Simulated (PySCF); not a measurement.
## Working out the electron affinity of C

C- [He] 2s2 2p3 (4S) → C [He] 2s2 2p2 (3P). All numbers are calculated (PySCF 2.14, no relativity, point nucleus, in aug-cc-pVDZ). Frozen: 1s2. Energies in hartree (1 hartree = 27.21139 eV):

```tsv
part	C- (lower)	C (upper)
UHF	-37.704950	-37.687763
CCSD correlation	-0.098928	-0.075841
(T)	-0.002995	-0.001261
```

Q: What does Hartree-Fock give?

A: (-37.687763) − (-37.704950) = 0.017187 hartree = 0.468 eV.

Q: What do CCSD and CCSD(T) give?

A: The CCSD correlation energies differ by 0.023087 hartree = 0.628 eV and the triples by 0.001734 hartree = 0.047 eV, so CCSD gives 1.096 eV and CCSD(T) 1.143 eV.

A first-order spin-orbit estimate adds -0.004 eV to CCSD(T) (valence), giving 1.139 eV against 1.262 eV (measured; photodetachment measurements, as compiled on the Wikipedia data page of electron affinities).

A double-zeta basis recovers only part of the correlation energy.

What remains against the reference includes basis incompleteness, the frozen core and higher excitations.
